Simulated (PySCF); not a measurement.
Species: 1-aminopyrrolidine, C4H10N2.
Atom-mapped SMILES: `[NH2:1][N:2]1[CH2:3][CH2:4][CH2:5][CH2:6]1`

NICS is the negative of the GIAO shielding at a point without a nucleus: at the ring centre (0) and 1 Å above and below it (1); zz is the component along the ring normal. Level: GIAO PBE0/pcSseg-1 (PySCF, non-relativistic, gas phase) on the GFN2-xTB geometry, one conformer.

Ring bond lengths (Å), with Mayer bond orders in brackets: N2–C3 1.454 (0.98), C3–C4 1.534 (1.01), C4–C5 1.532 (1.04), C5–C6 1.548 (1.01), C6–N2 1.465 (0.94).

Give the NICS values of each ring in ppm.

```csv
ring,type,NICS(0),"NICS(1), two faces","NICS(1)zz, two faces",rms pucker (Å),"centre to ring atoms, mean (Å)"
N2–C3–C4–C5–C6,5-membered ring with N; formal bonds all single,-6.5,-4.2 / -3.8,-8.1 / -6.5,0.17,1.26
```

What do they say, and how far can they be read as aromaticity?

- N2–C3–C4–C5–C6: mean NICS(1)zz -7.3 ppm, shielded. C3, C4, C5, C6 have four or more neighbours, and the NICS criterion for π rings isn't applied.

At the first NICS(1) probe listed for ring N2–C3–C4–C5–C6, 1 Å off the ring, what do the in-plane components average?

The isotropic value is a third of the trace: (3 × -4.2 − (-8.1))/2 = -2.3 ppm.

Give the inner angles of the rings and the Hirshfeld charges of the ring atoms.

- N2–C3–C4–C5–C6: N2 103.9° (-0.085 e), C3 105.9° (-0.034 e), C4 102.4° (-0.081 e), C5 104.2° (-0.076 e), C6 108.2° (-0.037 e); sum 524.7° against 540° for a flat convex ring.
